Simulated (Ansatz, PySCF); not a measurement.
This Ansatz (a quantum-chemistry and plane-wave program) input computes a PBE0/def2-TZVPD energy:

Ansatz 0.2 input:
```yaml
crystal:
  periodic: [false, false, false]
  atoms:
    - {symbol: C, position_ang: [0.00728032, 0.00031015, 0.17491065]}
    - {symbol: H, position_ang: [-0.01040746, 0.86106198, -0.52673636]}
    - {symbol: H, position_ang: [-0.03327446, -0.86292291, -0.52272756]}
basis:
  gaussian:
    orbitals: def2-TZVPD
hamiltonian:
  xc: {name: PBE0}
output: {forces: true}
```

Task: Write an input for the same energy in PySCF and say what it gives.

Result: 
```python
from pyscf import gto, scf, dft

mol = gto.M(
    atom='''
    C     0.00728032    0.00031015    0.17491065
    H    -0.01040746    0.86106198   -0.52673636
    H    -0.03327446   -0.86292291   -0.52272756
    ''',
    basis='def2-tzvpd',
    charge=0,
    spin=0,
    verbose=4,
)

mf = dft.RKS(mol, xc='pbe0').density_fit(auxbasis='def2-universal-jkfit')
mf.grids.level = 3
mf.conv_tol = 1e-9
mf.max_cycle = 100
mf.max_memory = 1500
mf.kernel()
if not mf.converged:
    mf = mf.newton()
    mf.kernel(mf.make_rdm1())
mf.analyze()
```
It gives -39.08792 Eh, and Ansatz -39.08790 Eh, a difference of 0.02 mEh, from the treatment of integrals and grids.
